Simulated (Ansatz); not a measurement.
Relaxation of H$_{7}$SSi$_{2}$ (10 atoms, charge 1, multiplicity 1), to a largest force component of 0.015 eV/Å in at most 40 steps.

The calculation used RKS r2SCAN-D4/6-31G* in Ansatz.

```xyz
10
Properties=species:S:1:pos:R:3
Si -1.533 1.069 -0.612
S -0.392 -0.909 -0.291
Si 1.525 -0.763 0.981
H -2.429 0.646 -1.674
H -0.442 1.962 -0.983
H -2.070 1.233 0.728
H 0.167 -1.017 -1.490
H 2.164 0.404 0.384
H 0.910 -0.564 2.282
H 2.101 -2.061 0.674
```

Where does it end, and by what steps?

The forces met the threshold. Limits of this set-up: the dipole of an ion depends on the origin. After 5 steps the energy has fallen by 0.122 eV; H9 moved furthest, 0.16 Å.

```json
{"step": "0", "energy less start (eV)": "0.0000", "largest force component (eV/Å)": "0.814", "accepted": "yes"}
{"step": "1", "energy less start (eV)": "-0.0564", "largest force component (eV/Å)": "0.565", "accepted": "yes"}
{"step": "2", "energy less start (eV)": "-0.1123", "largest force component (eV/Å)": "0.061", "accepted": "yes"}
{"step": "3", "energy less start (eV)": "-0.1180", "largest force component (eV/Å)": "0.061", "accepted": "yes"}
{"step": "4", "energy less start (eV)": "-0.1209", "largest force component (eV/Å)": "0.048", "accepted": "yes"}
{"step": "5", "energy less start (eV)": "-0.1217", "largest force component (eV/Å)": "0.009", "accepted": "yes"}
```

```xyz
10
Properties=species:S:1:pos:R:3
Si -1.429 0.996 -0.563
S -0.420 -1.027 -0.375
Si 1.416 -0.707 0.918
H -2.438 0.740 -1.605
H -0.358 1.942 -0.937
H -1.948 1.162 0.808
H 0.165 -1.108 -1.591
H 2.104 0.469 0.350
H 0.781 -0.477 2.229
H 2.126 -1.990 0.765
```

Time of the run: 30 s on 1 thread of Arm Neoverse V2, on a shared host, peak memory 0.13 GiB.
